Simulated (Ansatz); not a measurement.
# PBE0/cc-pVTZ run of SiCl2 (SMILES Cl[Si]Cl)

Aim: the energy change on altering one bond length of SiCl2 at PBE0/cc-pVTZ, from 2 runs. 

The results are computed with Ansatz 0.2.0.

37 further runs of the same task are left out: 1 that didn't finish, 36 set aside as unsound or not needed.

**1. The structure to begin with**

SiCl2 has 3 atoms, charge 0, and is taken as a singlet. SMILES: `Cl[Si]Cl`. Geometry: relaxed at PBE0-D4/def2-TZVP.

Bond lengths: Cl1–Si2 2.077 Å, Si2–Cl3 2.077 Å. Angles: Cl1–Si2–Cl3 101.3°.

**2. The energy at PBE0/cc-pVTZ**

molecule.yaml

```yaml
crystal:
  periodic: [false, false, false]
  atoms:
    - {symbol: Cl, position_ang: [0.293800, 1.603800, 0.338000]}
    - {symbol: Si, position_ang: [-0.770100, -0.010400, -0.422000]}
    - {symbol: Cl, position_ang: [0.476300, -1.593400, 0.084000]}
basis:
  gaussian:
    orbitals: cc-pVTZ
hamiltonian:
  xc: pbe0
accuracy: high
output: {orbitals: {seedname: orbitals}}
```

Command:

```
$ ansatz run molecule.yaml --threads 1 --pin off --max-ram 3480MiB --events-out events.jsonl --progress --plain --runs-dir runs
```

Log:

```text
Warning: RAYON_NUM_THREADS=1 ignored (pool sized by the plan → 1); use --threads N
Functional definition: PBE0
  name "PBE0"
  parameter a = 0.25
  parameter kappa = 0.804
  parameter beta = 0.06672455060314922
  exchange = (1 - a)*pbe_x(kappa = kappa, mu = beta*pi^2/3) + a*exact_x
  correlation = pbe_c(beta = beta)
1569 factors; integrals over basis functions are off by at most 3.2e-9 eV
mean field evaluation 1: about -32913.8903 eV, gradient 1.5e1 eV
mean field evaluation 2: about -32913.6384 eV, gradient 1.9e1 eV
mean field evaluation 4: about -32914.4853 eV, gradient 6.0e-1 eV
mean field evaluation 8: about -32914.5879 eV, gradient 2.5e-2 eV
mean field evaluation 16: about -32914.5879 eV, gradient 2.7e-6 eV
mean field -32914.58794169 eV, -1209.5887965481 hartree, gradient 6.1e-8 eV, S^2 0.000000; 0 other end points of the search recorded, 0 dependent functions left out
reference -32914.58794335 eV, -1209.5887966092 hartree; 24, 24 occupied and 78, 78 virtual orbitals, 1569 factors
Total energy: -32914.58794335 eV, -1209.5887966092 hartree
```

Run time: 7.8 s. Hardware: 1 thread of Arm Neoverse V1, shared host; peak memory 0.28 GiB.

**3. The distorted shape at the same level**

in.yaml

```yaml
crystal:
  periodic: [false, false, false]
  atoms:
    - {symbol: Cl, position_ang: [-1.201881, 3.503401, -0.269200]}
    - {symbol: Si, position_ang: [-2.265781, 1.889201, -1.029200]}
    - {symbol: Cl, position_ang: [0.476300, -1.593400, 0.084000]}
basis:
  gaussian:
    orbitals: cc-pVTZ
hamiltonian:
  xc: pbe0
accuracy: high
output:
  orbitals: {seedname: orbitals}
```

Command:

```
$ ansatz run in.yaml --threads 1 --pin off --max-ram 3480MiB --events-out events.jsonl --progress --plain --runs-dir runs
```

Log, shortened:

```text
Warning: RAYON_NUM_THREADS=1 ignored (pool sized by the plan → 1); use --threads N
[... 2 set-up lines as earlier in the session ...]
[...]
1369 factors; integrals over basis functions are off by at most 3.7e-9 eV
[...]
mean field -32910.24039817 eV, -1209.4290272707 hartree, gradient 1.9e-8 eV, S^2 0.000000; 8 other end points of the search recorded, 0 dependent functions left out
reference -32910.24040034 eV, -1209.4290273503 hartree; 24, 24 occupied and 78, 78 virtual orbitals, 1369 factors
Total energy: -32910.24040034 eV, -1209.4290273503 hartree
```

Wall time 22 s (1 thread of Arm Neoverse V1, shared host); peak memory 0.31 GiB.

**4. Results**

At PBE0/cc-pVTZ:

```
                                                           quantity           value
                                          first shape: total energy  -1209.58880 Eh
                                           first shape: HOMO energy        -7.76 eV
                                           first shape: LUMO energy        -2.88 eV
                                         first shape: HOMO–LUMO gap         4.88 eV
                                      distorted shape: total energy  -1209.42903 Eh
                                       distorted shape: HOMO energy        -6.31 eV
                                       distorted shape: LUMO energy        -5.09 eV
                                     distorted shape: HOMO–LUMO gap         1.22 eV
energy change with the Si2–Cl3 bond stretched from 2.077 to 4.570 Å        4.348 eV
```

What this shows: One bond (distorted shape) is far stretched, which a spin-restricted single reference describes badly; a broken-symmetry solution may lie lower. With the Si2–Cl3 bond stretched from 2.077 to 4.570 Å the energy rises by 4.35 eV (100 kcal/mol). A restricted reference can't describe the breaking bond well at this length.
